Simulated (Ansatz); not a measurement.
## GaAs, pressure series

Base system: GaAs in the zinc blende structure (space group F-43m, No. 216; a = 5.6028 Å).

Cell and atoms are relaxed at each pressure.

Level of theory: DFT with LDA, PAW potentials and a 420 eV plane-wave cutoff in Ansatz (a program for electronic structure), no SOC.

```json
[
 {"pressure (GPa)": "-2", "volume per atom (Å³/atom)": "22.628"},
 {"pressure (GPa)": "-1", "volume per atom (Å³/atom)": "22.293"},
 {"pressure (GPa)": "0", "volume per atom (Å³/atom)": "21.985"},
 {"pressure (GPa)": "0.9", "volume per atom (Å³/atom)": "21.729"},
 {"pressure (GPa)": "2.1", "volume per atom (Å³/atom)": "?"},
 {"pressure (GPa)": "4.5", "volume per atom (Å³/atom)": "20.840"},
 {"pressure (GPa)": "9", "volume per atom (Å³/atom)": "19.956"},
 {"pressure (GPa)": "15", "volume per atom (Å³/atom)": "19.026"},
 {"pressure (GPa)": "22.5", "volume per atom (Å³/atom)": "18.107"}
]
```

**Question.** Fit the third-order Birch–Murnaghan form P(V) = (3B₀/2)[(V₀/V)^(7/3) − (V₀/V)^(5/3)]·[1 + (3/4)(B₀′ − 4)((V₀/V)^(2/3) − 1)] (squares taken in P) to the rows shown and predict the withheld row.

**Answer.** Least squares on the printed values gives V₀ = 21.987 Å³/atom, B₀ = 74.6 GPa, B₀′ = 4.5; this predicts 21.411 Å³/atom, and the run gives 21.410 Å³/atom, in agreement.

Measured bulk modulus of GaAs: 76.7 GPa (static lattice; corrected from measurement; as listed in Daniel Mejia-Rodriguez, S. B. Trickey, Phys. Rev. B (2018)); the computed value is 3 % below it.

Load acts through the strain it causes; cell and atoms are relaxed under it. No phonon test of stability was made. Measured, GaAs leaves this structure (for a Cmcm phase) near 15 GPa (room temperature; as listed in arXiv:1906.07825).
